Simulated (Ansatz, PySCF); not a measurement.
**Smallest direct gap on the k points sampled of rock-salt MgS at several levels of theory**

No measured value is used here.

```tsv
level (code)	value (eV)	cell (Å³/atom)
LDA (Ansatz)	[?]	17.61
BLYP (Ansatz)	3.88	17.61
PBE (Ansatz)	3.72	17.61
PBEsol (Ansatz)	3.59	17.61
PBE-D4 (Ansatz)	3.87	17.29
rVV10 (Ansatz)	3.54	17.98
r²SCAN-D4 (Ansatz)	[?]	17.41
B3LYP (VWN-RPA form) (Ansatz)	[?]	17.61
LC-ωPBE (Ansatz)	[?]	17.23
PBE0 (Ansatz)	5.52	17.61
Hartree–Fock (Ansatz)	11.74	17.61
evGW@PBE (PySCF)	5.86 ± 0.07	17.61
```

### Question
Complete the blanks.

### Answer

- LDA (Ansatz, an electronic-structure program), value (eV): 3.48
- r²SCAN-D4 (Ansatz), value (eV): 4.74
- B3LYP (VWN-RPA form) (Ansatz), value (eV): 5.31
- LC-ωPBE (Ansatz), value (eV): 10.18

At these levels the smallest gap is indirect and lower: LDA 2.56, BLYP 2.84, PBE 2.79, PBEsol 2.70, PBE-D4 2.83, rVV10 2.70, r²SCAN-D4 3.49, B3LYP (VWN-RPA form) 4.22, LC-ωPBE 8.91, PBE0 4.53, Hartree–Fock 10.33, evGW@PBE 5.08 eV. Computed values are for a static lattice.  A ± on a computed value is a rough bar: the spread of its extrapolation, a floor set from checks against published values, or a statistical error. Values are at the measured cell; PBE-D4 at the level's own equilibrium cell; rVV10 at the level's own relaxed cell; r²SCAN-D4 at the level's own relaxed cell; LC-ωPBE at the level's own relaxed cell. Cutoffs and k meshes differ between the levels. Ansatz's density-functional and Hartree–Fock values are scalar-relativistic unless marked +SOC, with PAW data made under PBE.
